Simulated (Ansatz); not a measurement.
Rutile MnF₂ was calculated with HSE06 in Ansatz (plane waves, PAW).

Run with plane-wave cutoff 500 eV, 6×6×8 k mesh (along the axes of the cell as run), Fermi–Dirac smearing 0.05 eV, ferromagnetic start, spin-polarised with parallel moments, scalar-relativistic PAW data made under PBE.

Cell (relaxed with r²SCAN):

Space group P4₂/mnm (No. 136); a = b = 4.8715 Å, c = 3.3097 Å, α = β = γ = 90.00°

```tsv
atom	site	symmetry	x	y	z
Mn	2a	m.mm	0.0000	0.0000	0.0000
F	4f	m.2m	0.3050	0.3050	0.0000
```

Q: Predict the magnetic moment (largest site, within a sphere) and band gap.

A: 
* **magnetic moment (largest site, within a sphere)**: 4.27 μB
* **band gap**: 3.66 eV (on the SCF k mesh)

Measured, for comparison: band gap 9.9 eV (temperature not stated, not corrected to a static lattice, the source doubts the polymorph; as tabulated in Das and Bazhirov (2019), arXiv:1808.05325). Computed (rounded) less measured: band gap not scored (a reference that its source doubts or gives as a wide range).

Note: exact exchange on metals is sensitive to the k mesh and can open a false gap; cell and atoms aren't relaxed at this level (pressure 1.6 GPa).

Moments are spin moments.

Computed values are for the static lattice.

Computing time: roughly 10 core-minutes.

Ansatz is a quantum-chemistry and plane-wave program.
